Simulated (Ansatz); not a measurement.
**The carbon atom: basis-set convergence**

How large a basis does the carbon atom need? Two functionals and correlated methods are run in growing sets.

Method: one geometry, several basis sets; program: Ansatz 0.2.0, Gaussian basis.

The runs, in order: PBE0/def2-SVP; ωB97M-V/def2-SVP; PBE0/def2-QZVPP; ωB97M-V/def2-QZVPP; CCSD(T)/cc-pV(D+d)Z; CCSD(T)/cc-pV(T+d)Z; CCSD(T)/cc-pV(Q+d)Z; the functionals' def2-TZVPP values are taken from earlier runs.

6 further runs of the same task are left out: 6 set aside as unsound or not needed.

## 1. The atom

SMILES `[C]`, 1 atom, charge 0, spin multiplicity 3.

## 2. PBE0 in def2-SVP

in.yaml reads:

```yaml
crystal:
  periodic: [false, false, false]
  atoms:
    - {symbol: C, position_ang: [0.000000, 0.000000, 0.000000]}
basis:
  gaussian: {orbitals: def2-SVP}
magnetization: {spin_polarized: true, initial_magnetization: 2}
hamiltonian: {xc: pbe0}
output: {orbitals: {seedname: orbitals}}
```

The runs that follow: ωB97M-V in def2-SVP; PBE0 in def2-QZVPP; ωB97M-V in def2-QZVPP; CCSD(T) in cc-pV(D+d)Z; CCSD(T) in cc-pV(T+d)Z; CCSD(T) in cc-pV(Q+d)Z.

Q: Predict the results of all the runs planned. Wanted: MP2 correlation recovered, cc-pV(D+d)Z; MP2 correlation recovered, cc-pV(T+d)Z; MP2 correlation recovered, cc-pV(Q+d)Z; CCSD(T) limit from def2 sets; PBE0: double and triple zeta above quadruple; ωB97M-V: double and triple zeta above quadruple.

The runs gave:

| quantity | value |
| --- | --- |
| MP2 correlation recovered, cc-pV(D+d)Z | 68.4 % |
| MP2 correlation recovered, cc-pV(T+d)Z | 88.4 % |
| MP2 correlation recovered, cc-pV(Q+d)Z | 95.2 % |
| CCSD(T) limit from def2 sets (earlier runs) less the limit of this series | 2 meV |
| PBE0: double and triple zeta above quadruple | 1.27, 0.05 eV |
| ωB97M-V: double and triple zeta above quadruple | 1.33, 0.05 eV |

PBE0 gains 1.22 eV from double to triple zeta, then 0.05 eV more. In cc-pV(D+d)Z MP2 holds 68 % of its limit, in cc-pV(Q+d)Z 95 %, while Hartree-Fock is within 0.014 eV in the largest set. A limit from the def2 sets, made apart, differs by 2 meV, a least measure of the doubt on such a limit. These are total energies; as a rule much of such shifts cancels in differences, which this series doesn't test.
